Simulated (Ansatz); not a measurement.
Reaction (SMILES): [O+]#[Si-] (O-Si) + 3 [H][H] (H2) → O (H2O) + [SiH4] (SiH4)
B3LYP-D3(BJ)/def2-TZVP geometries, fixed; electronic energies without zero-point terms.

The energy of full hydrogenation at MP2 with Ansatz (a program for electronic structure), in kcal/mol, split into its Hartree-Fock and correlation parts. Cores are frozen. No added dispersion term, no relativity. Functions are those of the species that has most.

| basis | X | functions | Hartree-Fock | MP2 |
|---|---|---|---|---|
| aug-cc-pV(D+d)Z | 2 | 68 | -58.01 | -39.75 |
| aug-cc-pV(T+d)Z | 3 | 147 | -50.11 | -34.09 |
| aug-cc-pV(Q+d)Z | 4 | 273 | -50.37 | -34.78 |

Worked estimate of the basis-set limit from each neighbouring pair, with Hartree-Fock from the larger set and the correlation part extrapolated as X^-3.
Correlation parts: X = 2: 18.26, X = 3: 16.02, X = 4: 15.59.
- (2,3): (27·(16.02) - 8·(18.26))/19 = 15.08; with Hartree-Fock -50.11 the estimate is -35.03 kcal/mol.
- (3,4): (64·(15.59) - 27·(16.02))/37 = 15.28; with Hartree-Fock -50.37 the estimate is -35.09 kcal/mol.
The last two estimates differ by 0.06 kcal/mol; the largest set lies 0.31 from the last. Over the last step Hartree-Fock moves by -0.26 and the correlation part by -0.43.
